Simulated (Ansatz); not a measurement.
# C₂H₇N (singlet): from Hartree-Fock to the top rungs, cc-pVDZ

One table from this session's results is given with a row withheld; the runs are named, their logs left out.

The runs use Ansatz 0.2.0, Gaussian basis; cc-pVDZ, core rule «outside noble gas», up to 3 orbitals frozen.

To be run: UHF; CCSD(T) on RHF; CCSDT(Q) on RHF.

2 further runs of the same task are left out: 2 set aside as unsound or not needed.

## The system

The geometry is an MP2(full)/6-31G* stationary point (not a proven minimum).

10 atoms, charge 0, spin multiplicity 1.

Atoms are counted from 1 here; the program's logs count them from 0.

Bond lengths: C1–N2 1.456 Å, C1–H4 1.103 Å, C1–H5 1.092 Å, C1–H6 1.094 Å, N2–C3 1.456 Å, N2–H7 1.018 Å, C3–H8 1.103 Å, C3–H9 1.092 Å, C3–H10 1.094 Å. Angles: N2–C1–H4 114.1°, N2–C1–H5 109.5°, N2–C1–H6 108.9°, H4–C1–H5 108.5°, H4–C1–H6 107.7°, H5–C1–H6 107.9°, C1–N2–C3 111.7°, C1–N2–H7 108.8°, C3–N2–H7 108.8°, N2–C3–H8 114.1°, N2–C3–H9 109.5°, N2–C3–H10 108.9°, H8–C3–H9 108.5°, H8–C3–H10 107.7°, H9–C3–H10 107.9°.

Set-up of the first run:

Contents of in.yaml:

```yaml
crystal:
  periodic: [false, false, false]
  atoms:
    - {symbol: C, position_ang: [-0.016003, -0.256609, 1.204880]}
    - {symbol: N, position_ang: [-0.016003, 0.560563, 0.000000]}
    - {symbol: C, position_ang: [-0.016003, -0.256609, -1.204880]}
    - {symbol: H, position_ang: [0.803028, -0.994649, 1.248506]}
    - {symbol: H, position_ang: [0.051125, 0.389275, 2.083405]}
    - {symbol: H, position_ang: [-0.960693, -0.804894, 1.261750]}
    - {symbol: H, position_ang: [0.816830, 1.146313, 0.000000]}
    - {symbol: H, position_ang: [0.803028, -0.994649, -1.248506]}
    - {symbol: H, position_ang: [0.051125, 0.389275, -2.083405]}
    - {symbol: H, position_ang: [-0.960693, -0.804894, -1.261750]}
basis:
  gaussian: {orbitals: cc-pVDZ}
magnetization: {spin_polarized: true, initial_magnetization: 0}
hamiltonian: {xc: hf}
output: {orbitals: {seedname: orbitals}}
```

Launch:

```
$ ansatz run in.yaml --threads 1 --pin off --events-out ev --progress --plain --max-ram 3956MiB --backend cpu
```

Steps of the session up to this table: UHF; CCSD(T) on RHF; CCSDT(Q) on RHF.

One of the session's tables, all rows but one given; the rest of the session is left out.

```
   method  from RCCSDT(Q) (kJ/mol)
      RHF                  +1383.2
     RMP2                        ?
    RCCSD                    +39.5
 RCCSD(T)                     +4.1
   RCCSDT                     +2.2
RCCSDT(Q)                        0
```

Q: Estimate the row for RMP2 from the others.

**Answer.** from RCCSDT(Q) (kJ/mol): +155.0. In the column «from RCCSDT(Q) (kJ/mol)» it lies between RCCSD (+39.5) and RHF (+1383.2).

With the free atoms at the same levels and basis (separate runs), the atomisation energy is 34.909 eV at RCCSDT(Q), 34.889 eV at RCCSD(T), 26.991 eV at RHF.
